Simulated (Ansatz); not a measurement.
## Worked example: AsF, triplet against AsF⁻, doublet

Geometry (PBE0/def2-TZVPD stationary point of a doublet), kept for both states (AsF⁻, doublet: Π; AsF, triplet: Σ⁻):

```xyz
2

F     0.0000    0.0000    0.0000
As    0.0000    0.0000    1.8470
```

Basis aug-cc-pVTZ; Ansatz 0.2.0. Correlated methods freeze the noble-gas cores and the filled d shells of p-block atoms. R marks a restricted (for open shells ROHF) determinant, U an unrestricted one. No spin–orbit coupling is included, and no scalar relativity.

Full CI isn't at hand for all of this; UCCSDT(Q) serves as the reference, and is uncertain by the last step of the cluster series or more.

The highest occupied Kohn–Sham level of the anion is positive, up to +1.65 eV, so in those functionals the extra electron is held by the basis alone, which enters their differences from the reference.

```csv
level,"E(AsF⁻, doublet) (hartree)","E(AsF, triplet) (hartree)"
UHF,-2333.725830,-2333.720152
UMP2,-2334.108860,-2334.076599
UCCSD(T),-2334.136813,-2334.100401
PBE,-2335.384904,-2335.346049
wB97M-V,-2335.665471,-2335.626044
UCCSDT(Q),-2334.138305,-2334.101764
```

Question: Give the vertical gap, AsF triplet less AsF⁻ doublet, at each level in eV (1 hartree = 27.2114 eV), and each error against UCCSDT(Q).

Answer: UCCSDT(Q): (-2334.101764 − (-2334.138305)) × 27.2114 = 0.994 eV (the reference)
wB97M-V: (-2335.626044 − (-2335.665471)) × 27.2114 = 1.073 eV, error 0.079 eV
PBE: (-2335.346049 − (-2335.384904)) × 27.2114 = 1.057 eV, error 0.063 eV
UCCSD(T): (-2334.100401 − (-2334.136813)) × 27.2114 = 0.991 eV, error -0.003 eV
UMP2: (-2334.076599 − (-2334.108860)) × 27.2114 = 0.878 eV, error -0.116 eV
UHF: (-2333.720152 − (-2333.725830)) × 27.2114 = 0.155 eV, error -0.839 eV

Total energies of functionals can't be set beside those of wave-function methods, since they hold the core's correlation and their own absolute errors; only the differences compare.

The reference still carries a basis error, for a change of charge of the order of 0.1 eV, so smaller errors of functionals can't be ranked.

Each level lands on the state that its own search finds. T1 diagnostics of restricted CCSD: 0.020 and 0.022.
